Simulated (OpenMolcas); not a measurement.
**Worked example: vertical energy of the triplet above the singlet of C3H4 (allene)**

C3H4: 7 atoms, total charge 0, spin state singlet. SMILES: `C=C=C`. The coordinates come from a PBE0-D4/def2-TZVP relaxation.

```tsv
atom	x (Å)	y (Å)	z (Å)
C	-1.0431	0.3309	-0.7005
C	0.0000	0.0000	0.0000
C	1.0431	-0.3309	0.7005
H	-1.9445	-0.2727	-0.6843
H	-1.0426	1.2204	-1.3218
H	1.8148	-0.9729	0.2888
H	1.1723	0.0252	1.7172
```

Both states at this one shape; open shells run unrestricted unless said. 1 Eh = 27.2114 eV.

```
           level     program  singlet C3H4 (Eh)  triplet C3H4 (Eh)
  BLYP/def2-TZVP  OpenMolcas        -116.651025        -116.472184
revPBE/def2-TZVP  OpenMolcas        -116.669897        -116.495176
```

Q: Work out the vertical gap, second state less first, at each level.

A: 
1. BLYP/def2-TZVP: -116.472184 − (-116.651025) = 0.178841 Eh = 4.87 eV.
2. revPBE/def2-TZVP: -116.495176 − (-116.669897) = 0.174721 Eh = 4.75 eV.

No measured value is set beside it here; the levels span 4.75 to 4.87 eV.
